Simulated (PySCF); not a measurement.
Molecule: SMILES SCCC1CC1, C5H10S.

Geometry:
```json
{"atom": "S1", "x (Å)": "2.312", "y (Å)": "0.296", "z (Å)": "1.109"}
{"atom": "C2", "x (Å)": "1.744", "y (Å)": "-0.873", "z (Å)": "-0.167"}
{"atom": "C3", "x (Å)": "0.241", "y (Å)": "-1.110", "z (Å)": "-0.215"}
{"atom": "C4", "x (Å)": "-0.567", "y (Å)": "0.091", "z (Å)": "-0.639"}
{"atom": "C5", "x (Å)": "-2.031", "y (Å)": "0.158", "z (Å)": "-0.322"}
{"atom": "C6", "x (Å)": "-1.075", "y (Å)": "1.076", "z (Å)": "0.378"}
{"atom": "H7", "x (Å)": "1.708", "y (Å)": "1.391", "z (Å)": "0.603"}
{"atom": "H8", "x (Å)": "2.269", "y (Å)": "-1.809", "z (Å)": "0.077"}
{"atom": "H9", "x (Å)": "2.123", "y (Å)": "-0.546", "z (Å)": "-1.148"}
{"atom": "H10", "x (Å)": "-0.104", "y (Å)": "-1.454", "z (Å)": "0.774"}
{"atom": "H11", "x (Å)": "0.051", "y (Å)": "-1.938", "z (Å)": "-0.921"}
{"atom": "H12", "x (Å)": "-0.271", "y (Å)": "0.512", "z (Å)": "-1.608"}
{"atom": "H13", "x (Å)": "-2.707", "y (Å)": "0.580", "z (Å)": "-1.070"}
{"atom": "H14", "x (Å)": "-2.460", "y (Å)": "-0.668", "z (Å)": "0.254"}
{"atom": "H15", "x (Å)": "-0.843", "y (Å)": "0.876", "z (Å)": "1.427"}
{"atom": "H16", "x (Å)": "-1.088", "y (Å)": "2.137", "z (Å)": "0.115"}
```

Geometry PBE0-D3(BJ)/def2-SVP throughout; GIAO in PySCF, gas phase, one conformer, non-relativistic; equivalent atoms averaged; basis pcSseg-1.

Task: How do the shifts δ (against CS2, TMS at the same level) depend on the functional? (a selection of nuclei; ppm; last column core-seconds on shared hosts with different chips, so compare them loosely; the GGAs took longer than the global hybrids here, which isn't the general rule, and the cause wasn't traced)

Result: 
```
functional                    kind      S1    C3  C5/C6  H8/H9    H7  H10/H11  H13/H16  H14/H15    H12  core-s
        HF            Hartree–Fock  -116.5  35.1    2.7   2.20  2.08     1.16     0.41     0.21  -0.02     7.3
       LDA                     LDA   -84.2  43.4    6.3   2.63  2.28     1.43     0.47     0.31   0.29      18
       PBE                     GGA   -73.7  42.6    6.7   2.58  2.04     1.42     0.44     0.28   0.24      25
      BLYP                     GGA   -54.7  44.2    6.8   2.58  1.89     1.44     0.44     0.28   0.23      27
      BP86                     GGA   -73.0  42.5    6.7   2.57  2.03     1.42     0.44     0.29   0.23      25
      OPBE                     GGA   -87.0  39.1    7.1   2.55  2.08     1.42     0.45     0.30   0.26      26
       KT2                     GGA   -67.7  42.8    5.6   2.61  2.07     1.44     0.42     0.25   0.20      28
       KT3                     GGA   -63.4  41.6    6.3   2.57  1.94     1.44     0.43     0.26   0.23      28
     B97-D                     GGA   -61.9  42.0    6.6   2.58  1.99     1.45     0.44     0.29   0.23      27
     B3LYP           global hybrid   -74.4  41.9    6.1   2.47  1.94     1.36     0.43     0.27   0.18      18
      PBE0           global hybrid   -94.8  40.0    5.8   2.45  2.09     1.33     0.44     0.27   0.18      18
  mPW1PW91           global hybrid   -93.8  39.8    5.9   2.44  2.06     1.33     0.44     0.27   0.17      18
      WP04           global hybrid   -63.9  40.3    7.4   2.35  1.63     1.32     0.43     0.32   0.22      16
     B97-2           global hybrid   -86.9  39.7    6.0   2.46  2.05     1.35     0.43     0.27   0.18      15
 BHandHLYP           global hybrid   -95.0  39.2    4.8   2.35  2.00     1.27     0.42     0.24   0.11      16
 CAM-B3LYP  range-separated hybrid   -86.9  40.2    5.6   2.37  2.00     1.30     0.45     0.27   0.18      22
   wB97X-D  range-separated hybrid   -94.8  39.2    6.0   2.35  2.05     1.27     0.45     0.27   0.15      21
   LC-wPBE  range-separated hybrid  -112.3  36.4    6.0   2.23  2.09     1.22     0.49     0.31   0.19      30
```

Task: Which nucleus among those listed moves most, in ppm?

Result: S1 (thiol sulfur): from -116.5 ppm with HF to -54.7 ppm with BLYP. The smallest spread is 0.08 ppm, at H13/H16. Proton shifts span only some 12 ppm, so a few tenths of a ppm matter as much there as several ppm in carbon.
